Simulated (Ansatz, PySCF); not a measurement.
System: H2Si, singlet: symmetric bend, bond length relaxed. Scanned: H-Si-H angle. Other coordinates (Si-H bond length) were minimised at B3LYP/def2-TZVP.

Levels of theory: RKS-PBE/aug-cc-pVQZ = restricted PBE/aug-cc-pVQZ (Ansatz, a quantum-chemistry and plane-wave program); PBE0/def2-TZVP (PySCF); CCSD(T)/aug-cc-pVQZ = CCSD(T) on RHF/aug-cc-pVQZ, frozen core run with Ansatz.

Energies relative to the lowest point of each profile, in eV; the last columns give the difference from CCSD(T):

```csv
a / °,RKS-PBE/aug-cc-pVQZ,PBE0,CCSD(T)/aug-cc-pVQZ,RKS-PBE/aug-cc-pVQZ − CCSD(T)/aug-cc-pVQZ,PBE0 − CCSD(T)/aug-cc-pVQZ
167,2.623,—,2.612,0.011,—
157,2.179,—,2.147,0.032,—
147,1.654,—,1.621,0.033,—
137,1.157,—,1.124,0.032,—
127,0.730,0.745,0.697,0.033,0.048
117,0.390,0.393,0.358,0.033,0.035
107,0.149,0.144,0.122,0.027,0.023
97,0.016,0.010,0.000,0.016,0.010
87,0.000,0.000,0.004,-0.004,-0.004
77,0.108,0.123,0.143,-0.034,-0.020
67,0.345,0.383,0.420,-0.075,-0.037
60,0.583,0.644,0.692,-0.109,-0.048
```

RKS-PBE/aug-cc-pVQZ is furthest from CCSD(T)/aug-cc-pVQZ at 60 (-0.109 eV, below); its mean absolute difference over the points is 0.037 eV.

PBE0 is furthest from CCSD(T)/aug-cc-pVQZ at 127 (0.048 eV, above); its mean absolute difference over the points is 0.028 eV.

Dashes: no converged value, or the column stops at the first point that the program doubted or that broke a chosen test of continuity, which isn't proof of a fault.
